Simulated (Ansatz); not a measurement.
# [CH3···H···H], doublet along the distance C1-H5

Starting geometry:

```xyz
6

C    -0.1377    0.0000    0.0000
H    -0.5009    1.0273    0.0000
H    -0.5009   -0.5137    0.8897
H    -0.5009   -0.5137   -0.8897
H     0.9519    0.0000    0.0000
H     2.1913    0.0000    0.0000
```

From there H5 is moved from one fragment to the other while all else, the fragments' distance too, stays fixed; atoms are numbered as listed. Energies are in kJ/mol, counted from the starting geometry at the same level. Kohn–Sham curves are unrestricted where that lies lower.

Basis cc-pVDZ; Ansatz 0.2.0. Only valence electrons are correlated (noble-gas cores frozen). R marks a restricted (for open shells ROHF) determinant, U an unrestricted one.

Full CI isn't at hand for all of this; UCCSDT(Q) serves as the reference, and is uncertain by about the last step of the cluster series.

```tsv
distance C1-H5 (Å)	PBE
1.013	18.5
1.090	0.0
1.160	-1.9
1.231	3.6
1.301	11.5
1.372	19.2
1.443	25.6
1.513	32.7
1.584	45.4
```

**Question.** Estimate the UCCSDT(Q) curve in cc-pVDZ from this one, knowing how PBE errs.

**Answer.** The computed UCCSDT(Q) values, in kJ/mol from the starting point, and the error of PBE against them:
```
distance C1-H5 (Å)  UCCSDT(Q)  PBE less UCCSDT(Q)
             1.013       14.5                 4.0
             1.090        0.0                 0.0
             1.160        2.5                -4.5
             1.231       12.5                -8.9
             1.301       23.6               -12.0
             1.372       31.9               -12.7
             1.443       35.9               -10.3
             1.513       37.9                -5.2
             1.584       43.9                 1.5
```

The error spans 16.7 kJ/mol and is largest, -12.7 kJ/mol, at 1.372 Å.

In so small a basis the reference is far from its limit while semilocal and hybrid functionals are nearer theirs, so the functionals' errors here hold much of the reference's basis and frozen-core error, which can add to them or hide them.
